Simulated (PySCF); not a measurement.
C₅H₇S (doublet state).
Structure used (GFN2-xTB), in Å, numbered top down from 1:
```
atom  x, y, z in Å
C1     2.269    0.178   -0.523
C2     0.827    0.396   -0.411
C3    -0.005   -0.774    0.016
S4     0.665   -2.231    0.375
C5    -1.434   -0.623    0.123
C6    -2.142    0.483   -0.117
H7     2.904    0.986   -0.833
H8     2.700   -0.776   -0.293
H9     0.435    0.763   -1.372
H10    0.636    1.219    0.295
H11   -1.950   -1.523    0.432
H12   -3.213    0.487   -0.006
H13   -1.696    1.414   -0.425
```

The hyperfine couplings belong to this conformer and change with its torsions.

As a line formula: `[CH2]CC(=S)C=C` [radical].

The calculation used UKS B3LYP, pcH-1 on C H S, non-relativistic, mean-field spin-orbit, GIAO in PySCF 2.14.0. Isolated species at its GFN2-xTB geometry (one conformer only). The geometry wasn't refined by DFT: couplings that depend on bond lengths, twists or pyramidal angles can differ widely from those at the functional's own minimum. Stability of the SCF solution: not tested.

Problem. Give the principal g shifts and their parts.

Solution. 
```
                    Δg (ppm)      1     2     3
relativistic mass correction   -132  -132  -132
            gauge correction     21     2    28
   orbital Zeeman/spin–orbit   -982    39   408
                       total  -1093   -90   304
```

So g = 2.00123, 2.00223, 2.00262 and g_iso = 2.00203; the tensor is rhombic: the two nearest values differ by 28 % of g3 − g1. Axes: g1 points within 6° of the C1–H8 bond.

Problem. What effective moment and Curie constant follow for a powder?

Solution. With the mean of g² = 4.0081 and S(S+1) = 0.75: μ_eff = √(⟨g²⟩S(S+1)) = 1.734 μB and χT = 0.12505·⟨g²⟩·S(S+1) = 0.376 cm³ K/mol (cgs; spin-Hamiltonian part alone).

Problem. What are the electron Larmor frequencies g μB B/h along the three axes at 340 mT?

Solution. 9.5233, 9.5281, 9.5299 GHz for g1, g2 and g3, a range of 6.6 MHz.

Problem. In a frozen sample, at which fields do the three g values resonate at 9.5, 34, 94 and 263 GHz (hyperfine left aside), and which band first spreads them over more than twice a line width of 0.5 mT?

Solution. 
```csv
band,GHz,B(g3) mT,B(g2) mT,B(g1) mT,spread mT
X,9.5,338.93,339.00,339.17,0.24
Q,34.0,1213.02,1213.26,1213.87,0.85
W,94.0,3353.64,3354.31,3355.99,2.34
J,263.0,9383.07,9384.92,9389.62,6.55
```

The spread grows in proportion to the frequency. W band is the first where it exceeds 1.0 mT.

Largest spin populations (Mulliken): C1 (+1.08) and C2 (-0.09). No atom but C1 exceeds +0.15. The positive populations add up to 1.21 and the negative ones to -0.21, together 2S = 1. The angles at C1 add up to 360.0°, so it is planar; its axial dipolar tensor and the negative couplings of its protons fit spin in a p orbital normal to that plane.

The HOMO–LUMO gaps are 2.97 eV among the α and 3.34 eV among the β orbitals.
